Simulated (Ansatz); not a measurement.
# Al2H5S: the cost of one run

All numbers below are computed with Ansatz 0.2.0 (RKS PBE0-D4/def2-SVP).

**1. The starting structure**

Bond lengths: Al1–S2 2.297 Å, S2–Al3 2.296 Å, Al1–H4 1.521 Å, Al1–H5 1.523 Å, S2–H6 1.358 Å, Al3–H7 1.523 Å, Al3–H8 1.522 Å. Angles: Al1–S2–Al3 175.1°, Al1–S2–H6 92.3°, Al3–S2–H6 92.3°, S2–Al1–H4 119.6°, S2–Al1–H5 106.9°, H4–Al1–H5 133.5°, S2–Al3–H7 106.9°, S2–Al3–H8 119.6°, H7–Al3–H8 133.5°.

Structure file:

```xyz
8

Al   -1.5722    1.3117   -1.0572
S    -0.0555   -0.0936   -0.0578
Al    1.3264   -1.6389    0.9294
H    -2.8019    0.7284   -1.7368
H    -1.0555    2.7315   -0.8628
H     0.7051    0.9450    0.3740
H     2.4549   -0.8629    1.5947
H     0.9987   -3.1210    0.8165
```

**2. End point A**

The input, input.yaml:

```yaml
crystal:
  periodic: [false, false, false]
  atoms:
    - { symbol: Al, position_ang: [-1.57223, 1.31166, -1.05716] }
    - { symbol: S, position_ang: [-0.05546, -0.09362, -0.05782] }
    - { symbol: Al, position_ang: [1.3264, -1.63895, 0.9294] }
    - { symbol: H, position_ang: [-2.80193, 0.72836, -1.73679] }
    - { symbol: H, position_ang: [-1.05546, 2.73149, -0.86282] }
    - { symbol: H, position_ang: [0.70508, 0.94497, 0.37402] }
    - { symbol: H, position_ang: [2.45488, -0.86295, 1.59468] }
    - { symbol: H, position_ang: [0.99872, -3.12096, 0.8165] }
total_charge: 1
basis:
  gaussian: { orbitals: def2-SVP }
hamiltonian:
  xc: pbe0
  dispersion: d4
relax:
  f_tol: 0.015
  max_steps: 40
```

Launch:

```sh
$ ansatz run input.yaml --threads 1 --pin off --max-ram 2048MiB --backend cpu --events-out ev --progress --plain --runs-dir out
```

Q: Estimate wall time and peak memory on 1 thread of Intel Xeon Platinum 8375C at 2.90GHz (Ice Lake), shared host.

About 20 s, with a peak of 0.17 GiB.
